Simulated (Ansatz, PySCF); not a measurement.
Potential energy curve for SMILES C. The C1–H5 bond (C1 also carries H, H, H; H5 carries nothing else) is varied alone, starting from the PBE0/def2-TZVP optimised geometry.

RKS-PBE = restricted PBE/6-31G (Ansatz, a first-principles code); UKS-PBE = Ansatz with unrestricted PBE/6-31G; UKS-PBE0 = unrestricted PBE0/6-31G (PySCF 2.14.0); UCCSD(T) = CCSD(T) on UHF/6-31G, 1 core orbital frozen in PySCF.

Energies relative to the lowest point of each curve near equilibrium, in kJ/mol; the last columns give the difference from UCCSD(T):

| R / Å | RKS-PBE | UKS-PBE | UKS-PBE0 | UCCSD(T) | RKS-PBE − UCCSD(T) | UKS-PBE − UCCSD(T) | UKS-PBE0 − UCCSD(T) |
|---|---|---|---|---|---|---|---|
| 0.88 | 121.9 | 121.9 | 116.9 | 123.6 | -1.7 | -1.7 | -6.7 |
| 0.92 | 74.6 | 74.6 | 70.5 | 75.7 | -1.1 | -1.1 | -5.3 |
| 0.97 | 34.9 | 34.9 | 31.9 | 35.5 | -0.6 | -0.6 | -3.6 |
| 1.04 | 6.3 | 6.3 | 5.0 | 6.5 | -0.2 | -0.2 | -1.5 |
| 1.09 | 0.0 | 0.0 | 0.0 | 0.0 | 0.0 | 0.0 | 0.0 |
| 1.13 | 1.1 | 1.1 | 2.2 | 1.1 | 0.1 | 0.1 | 1.2 |
| 1.15 | 3.4 | 3.4 | 5.0 | 3.2 | 0.1 | 0.1 | 1.8 |
| 1.21 | 15.4 | 15.4 | 18.7 | 15.0 | 0.3 | 0.3 | 3.6 |
| 1.27 | 33.4 | 33.4 | 38.3 | 32.7 | 0.7 | 0.7 | 5.7 |
| 1.36 | 67.4 | 67.4 | 75.0 | 65.8 | 1.6 | 1.6 | 9.2 |
| 1.46 | 110.6 | 110.6 | 121.1 | 107.2 | 3.3 | 3.3 | 13.9 |
| 1.63 | 187.4 | 187.4 | 203.1 | 179.0 | 8.4 | 8.4 | 24.2 |
| 1.78 | 252.7 | 252.7 | 273.2 | 238.8 | 13.9 | 13.9 | 34.4 |
| 1.96 | 324.0 | 324.0 | 350.6 | 300.5 | 23.5 | 23.5 | 50.1 |
| 2.16 | 392.7 | 392.7 | 415.4 | 354.5 | 38.2 | 38.2 | 60.9 |
| 2.38 | 455.1 | 444.1 | 453.8 | 397.6 | 57.5 | 46.5 | 56.2 |
| 2.64 | 513.1 | 473.6 | 476.0 | 429.2 | 83.9 | 44.4 | 46.8 |
| 2.93 | 561.5 | 488.1 | 487.0 | 444.2 | 117.2 | 43.9 | 42.8 |
| 3.26 | 600.8 | 494.9 | 492.2 | 449.2 | 151.7 | 45.7 | 43.1 |
| 3.78 | 639.7 | 498.5 | 494.9 | 450.9 | 188.8 | 47.6 | 44.0 |

RKS-PBE is furthest from UCCSD(T) at 3.78 (188.8 kJ/mol, above); its mean absolute difference over the points is 34.6 kJ/mol.

UKS-PBE is furthest from UCCSD(T) at 3.78 (47.6 kJ/mol, above); its mean absolute difference over the points is 16.1 kJ/mol.

UKS-PBE0 is furthest from UCCSD(T) at 2.16 (60.9 kJ/mol, above); its mean absolute difference over the points is 22.7 kJ/mol.

The restricted form behind RKS-PBE keeps the bonding electrons paired and can't separate into open-shell fragments. The unrestricted determinant behind UKS-PBE is spin-contaminated at 2.38 to 3.78 Å (<S²> up to 1.0, against 0.00 for a pure singlet). The unrestricted determinant behind UKS-PBE0 is spin-contaminated at 2.16 to 3.78 Å (<S²> up to 1.0, against 0.00 for a pure singlet). The unrestricted determinant behind UCCSD(T) is spin-contaminated at 1.78 to 3.78 Å (<S²> up to 1.0, against 0.00 for a pure singlet).
